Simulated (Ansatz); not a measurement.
## Relaxing tungsten (bcc)

Computed with DFT, RPBE, plane waves (420 eV) with PAW, scalar-relativistic (Ansatz 0.2.0). The PAW files were generated under PBE, with cores re-solved for the functional.

k-point mesh 14×14×14, Fermi-Dirac smearing 0.1 eV, no spin polarisation. Cell and atoms relax.

Starting structure:

```yaml
crystal:
  lattice:
    - [-1.58234, 1.58234, 1.58234]
    - [1.58234, -1.58234, 1.58234]
    - [1.58234, 1.58234, -1.58234]
  atoms:
    - { symbol: W, position: [0.0, 0.0, 0.0] }
hamiltonian:
  xc: rpbe
  pseudopotentials:
    kind: paw
    azcp:
      W: "pseudopotentials/W.paw.azcp"
basis:
  ecutwfc: 420
  fft_grid_basis: typed
kpoints:
  mp_grid: { grid: [14, 14, 14], shift: [0, 0, 0] }
magnetization:
  spin_polarized: false
scf:
  occupations: { method: fermi_dirac, width: 0.1 }
relax:
  max_steps: 60
  f_tol: 0.01
  cell: {}
```

Task: What cell does the relaxation end in?

Result: Im-3m with a = 3.198 Å; 16.35 Å³ per atom against 15.85 at the start (3.1 %).

Task: How much energy does the relaxation gain?

Result: 14.6 meV per atom.
